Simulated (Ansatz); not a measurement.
# AlNH+ (quintet): wave-function methods side by side, cc-pVDZ

How much of the correlation energy of AlNH+ (quintet) does each wave-function method recover here?

Computed with Ansatz 0.2.0, Gaussian basis. Level: cc-pVDZ, core rule «outside noble gas», up to 6 orbitals frozen.

Plan: UHF; CCSD(T) on ROHF; CCSD(T) on UHF; BCCD(T) on ROHF; CISD; CCSDT(Q) on ROHF; CCSDT(Q) on UHF.

32 further runs of the same task are left out: 8 for a known fault of the program, 7 that didn't finish, 17 set aside as unsound or not needed.

## Step 1: What is computed

The geometry is a PBE0/def2-TZVP stationary point (not a proven minimum) of the parent state, kept for this charge and spin.

3 atoms, charge 1, spin multiplicity 5.

Atoms are counted from 1 here; the program's logs count them from 0.

Bond lengths: Al1–N2 1.919 Å, Al1–H3 1.612 Å. Angles: N2–Al1–H3 112.5°.

## Step 2: UHF

in.yaml

```yaml
crystal:
  periodic: [false, false, false]
  atoms:
    - {symbol: Al, position_ang: [0.000000, -0.104664, 0.617425]}
    - {symbol: N, position_ang: [0.000000, 0.107524, -1.289743]}
    - {symbol: H, position_ang: [0.000000, 1.307572, 1.394905]}
basis:
  gaussian: {orbitals: cc-pVDZ}
total_charge: 1
magnetization: {spin_polarized: true, initial_magnetization: 4}
hamiltonian: {xc: hf}
output: {orbitals: {seedname: orbitals}}
```

Command:

```
> ansatz run in.yaml --threads 1 --pin off --events-out ev --progress --plain --max-ram 2393MiB
```

The runs that follow: CCSD(T) on ROHF; CCSD(T) on UHF; BCCD(T) on ROHF; CISD; CCSDT(Q) on ROHF; CCSDT(Q) on UHF.

**Question.** What will the summary of the whole plan be? Wanted: UCCSDT(Q) below the RHF energy; RMP2 from UCCSDT(Q); UMP2 from UCCSDT(Q); RCCSD from UCCSDT(Q); RCCSD(T) from UCCSDT(Q); UCCSD(T) from UCCSDT(Q); RCCSDT(Q) from UCCSDT(Q); T1 diagnostic.

The runs gave:

```
                         quantity                                                   value
   UCCSDT(Q) below the RHF energy                                              -3.8682 eV
              RMP2 from UCCSDT(Q)                                         +22.19 kcal/mol
              UMP2 from UCCSDT(Q)                                         +20.78 kcal/mol
             RCCSD from UCCSDT(Q)                                          +2.30 kcal/mol
          RCCSD(T) from UCCSDT(Q)                                          +0.68 kcal/mol
          UCCSD(T) from UCCSDT(Q)                                          +0.58 kcal/mol
         RCCSDT(Q) from UCCSDT(Q)                                          +0.06 kcal/mol
levels within 1 kcal/mol (43 meV)  RCCSD(T), UCCSD(T), BCCD(T), RCCSDT, UCCSDT, RCCSDT(Q)
                    T1 diagnostic                                                   0.047
```

**Reading.** RCCSD(T) misses by +0.68 kcal/mol, 0.8 % of the correlation energy. These misses are within one basis, not against nature; the frozen cores of restricted and unrestricted runs differ, which can shift their rows.
